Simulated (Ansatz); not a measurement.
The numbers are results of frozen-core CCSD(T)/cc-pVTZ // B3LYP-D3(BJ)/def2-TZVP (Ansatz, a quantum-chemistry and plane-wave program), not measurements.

Ansatz 0.2 input:
```yaml
crystal:
  periodic: [false, false, false]
  atoms:
    - { symbol: C, position_ang: [-0.437792, -0.055181, -0.118131] }
    - { symbol: O, position_ang: [0.850075, -0.433229, 0.126467] }
    - { symbol: H, position_ang: [-0.691348, 0.996714, -0.092818] }
    - { symbol: H, position_ang: [-1.165567, -0.816544, 0.114356] }
    - { symbol: H, position_ang: [1.444633, 0.30824, -0.029875] }
basis:
  gaussian: { orbitals: cc-pVTZ }
correlation:
  method: ccsd_t
magnetization:
  spin_polarized: true
  initial_magnetization: 1
```

Output:

```
Functional definition: HF
591 factors; integrals over basis functions are off by at most 1.0e-3 eV
mean field evaluation 1: about -3113.2147 eV, gradient 1.8e1 eV
mean field evaluation 2: about -3113.2171 eV, gradient 1.8e1 eV
mean field evaluation 4: about -3114.6242 eV, gradient 2.5e0 eV
mean field evaluation 8: about -3114.6813 eV, gradient 2.0e-1 eV
mean field evaluation 16: about -3114.6663 eV, gradient 7.9e-1 eV
mean field -3114.68220352 eV, -114.4624597721 hartree, gradient 2.2e-6 eV, S^2 0.762003; 0 other end points of the search recorded, 0 dependent functions left out
2 core orbitals not correlated
reference -3114.68220352 eV, -114.4624597721 hartree; 7, 6 occupied and 93, 94 virtual orbitals, 591 factors
second order -10.69580762 eV of doubles, -0.00000000 eV of singles
cycle   1  -10.87573893 eV  change   -1.8e-1 eV  update   6.6e-2
cycle   2  -11.13825962 eV  change   -2.6e-1 eV  update   2.1e-2
cycle   3  -11.20055525 eV  change   -6.2e-2 eV  update   1.3e-2
cycle   4  -11.19376165 eV  change    6.8e-3 eV  update   5.3e-3
cycle   5  -11.19572973 eV  change   -2.0e-3 eV  update   2.5e-3
cycle   6  -11.19577760 eV  change   -4.8e-5 eV  update   7.0e-4
cycle   7  -11.19563655 eV  change    1.4e-4 eV  update   2.2e-4
cycle   8  -11.19568290 eV  change   -4.6e-5 eV  update   1.1e-4
cycle   9  -11.19566001 eV  change    2.3e-5 eV  update   3.4e-5
cycle  10  -11.19565118 eV  change    8.8e-6 eV  update   1.4e-5
perturbative correction -0.38351513 eV, -0.0140939210 hartree
Total energy: -3126.26136984 eV, -114.8879862854 hartree
```

Cost: roughly 17 core-seconds.
